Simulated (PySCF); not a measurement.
**Continuum solvent and chemical shifts**

Numbering as in the mapped SMILES `[CH2:1]=[CH:2][S:3]([CH3:4])(=[O:5])=[O:6]`; H(Xn) means a hydrogen on atom n. Ha(C1) is cis to S3; Hb(C1) is trans to S3.

GIAO PBE0/pcSseg-1 in PySCF on one PBE0-D3(BJ)/def2-SVP conformer, non-relativistic, equivalent nuclei averaged. Solvents enter as an IEF-PCM continuum (chloroform with ε = 4.7) around the gas-phase geometry. Shifts are referred to TMS, CS2 computed in the same medium.

Gas phase, δ in ppm: C2 148.1, C1 137.7, C4 46.1, S3 287.3, Ha(C1) 6.79, H(C2) 6.57, Hb(C1) 6.35, H(C4) 2.60. Dipole moment 4.58 D.

Task: How does each δ change in the continuum?

Result: 
```json
{"atoms": "C2", "environment": "alkene CH", "Δδ, chloroform": "+0.1"}
{"atoms": "C1", "environment": "terminal =CH2 carbon", "Δδ, chloroform": "+2.9"}
{"atoms": "C4", "environment": "methyl carbon bonded to S", "Δδ, chloroform": "+1.3"}
{"atoms": "S3", "environment": "sulfone sulfur", "Δδ, chloroform": "+6.5"}
{"atoms": "Ha(C1)", "environment": "hydrogen on a terminal =CH2 carbon", "Δδ, chloroform": "+0.03"}
{"atoms": "H(C2)", "environment": "hydrogen on an alkene CH", "Δδ, chloroform": "+0.19"}
{"atoms": "Hb(C1)", "environment": "hydrogen on a terminal =CH2 carbon", "Δδ, chloroform": "+0.31"}
{"atoms": "H(C4)", "environment": "hydrogen on a methyl carbon bonded to S", "Δδ, chloroform": "+0.25"}
```

Changes are relative to the gas phase. The dipole moment becomes 5.45 D in chloroform.

Task: Which nuclei move most (in ppm), and what does the model miss?

Result: S3 (sulfone sulfur, +6.5 ppm) in chloroform. A continuum only polarises the solute; specific hydrogen bonds, the anisotropy of aromatic solvents and changes of geometry or conformer are outside it.
